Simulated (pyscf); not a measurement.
This saddle point was located with ωB97X-D3(BJ)/def2-SVP in PySCF.

```xyz
7

O     -0.1942    -0.6414     1.6418
Mo    -0.2128    -0.5799    -0.1311
O      0.0688     0.9272    -0.7460
O     -2.1661    -0.6949     0.5337
Cl     0.7492    -2.3975    -1.1372
H     -1.4818    -0.7820     1.4915
H     -2.7680    -1.4104     0.2908
```
Charge 0, spin multiplicity 2.

Surface: doublet, charge 0. Lowest wavenumbers (cm⁻¹): 1401i, 70, 138, 190, 259.

Problem. What reaction is this the transition state of?

Solution. [O=Mo(=O)–Cl]• + H₂O ⇌ [O=Mo(OH)(OH)–Cl]•, an addition across a multiple bond or ene-type step read from left to right: H–O broken and H–O, Mo–O formed. At ωB97M-D3(BJ)/def2-TZVP it lies -3.8 kcal/mol from the left side and +36.2 kcal/mol from the right (each side as separated species at their lowest minima found). On the reactant side the descent ends in an adduct with a Mo–O contact, 28.7 kcal/mol under the separated species and 22.7 kcal/mol under the saddle at ωB97X-D3(BJ)/def2-TZVP. At ωB97M-D3(BJ) the saddle lies under the separated reactants, which points to a path from their complex (located at ωB97X-D3(BJ) alone). What is counted as formed (Mo–O) is already present as a longer contact in the reactant adduct; forming that adduct is a step of its own. At ωB97X-D3(BJ)/def2-TZVP the barrier from the zero used here is -6.1 kcal/mol. One saddle was located; it need not be the lowest between these sides. Open-shell species with a d-block atom are single-reference here; other states, and whether the spin sits on metal or ligand, were not checked. Elements past Kr carry the def2 core potentials, without spin-orbit coupling.
